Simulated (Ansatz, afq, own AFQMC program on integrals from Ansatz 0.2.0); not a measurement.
CH5Al, singlet in 6-31G, levels against CCSDT(Q)

```yaml
atoms:
  - { symbol: Al, position_ang: [0.0000, 0.0002, 0.8700] }
  - { symbol: C, position_ang: [0.0000, -0.0088, -1.7148] }
  - { symbol: H, position_ang: [0.0000, 1.8339, 1.9092] }
  - { symbol: H, position_ang: [0.0000, -1.7923, 1.9780] }
  - { symbol: H, position_ang: [0.0000, -1.3390, -2.2841] }
  - { symbol: H, position_ang: [-1.1593, 0.6980, -2.2288] }
  - { symbol: H, position_ang: [1.1593, 0.6980, -2.2288] }
```

Basis 6-31G. Noble-gas cores (and the filled d shells of Ga–Kr and In–Xe) are frozen. Ansatz 0.2.0 and our own AFQMC program on the same integrals; the CISD trial comes from CCSD amplitudes, and released means the phaseless constraint is let go. Uncertainties: one standard error, sampling alone.

Determinant: UHF, the one that the program's search chose, which needn't be the lowest solution. The geometry is a point of a scan.

No full CI on the walks' own integrals is used here; CCSDT(Q) serves as the reference and is uncertain by about the last step of the cluster series.

Cautions: an unrestricted solution with more broken spin lies lower (10 meV, ⟨S²⟩ 0.15), while this determinant keeps restricted orbitals.

- T1 diagnostic: 0.0178
- weight of the determinant in the CISD state: 0.816
- ⟨S²⟩ of the determinant: 0.000
- size of the correlated space: 12 electrons in 26 orbitals

```csv
level,correlation energy (eV)
MP2,-4.6538
CCSD,-5.9546
CCSD(T),-6.1734
```

(1) Estimate where AFQMC with the constraint released lies against CCSD(T) on the same integrals.

(1) 1.7 ± 2.2 kJ/mol below CCSD(T). The gap is under twice the noise, so this walk alone can't tell the two apart.

Reference: CCSDT(Q), correlation energy -6.225 eV. The released energy is read at 2.40 1/Eh (meV from the phaseless value at times in 1/Eh: -19 ± 23 at 0.24, -28 ± 21 at 0.51, -46 ± 24 at 0.99, -16 ± 20 at 1.62, 8 ± 23 at 2.40).

```tsv
level	E − E(reference) (kJ/mol)	share of correlation (%)
CCSD(T)	5.0	99.17
CCSDT	1.1	99.82
ph-AFQMC/CISD	2.6 ± 2.2	99.57
released AFQMC	3.3 ± 2.2	99.45
```

A walk keeps the symmetry of its determinant, which the program's search chose and which needn't be the lowest solution, so a lower state of the same spin and another symmetry isn't excluded. Released energies are given only where the last usable release times agree within the noise; a slower fall can still hide under it.
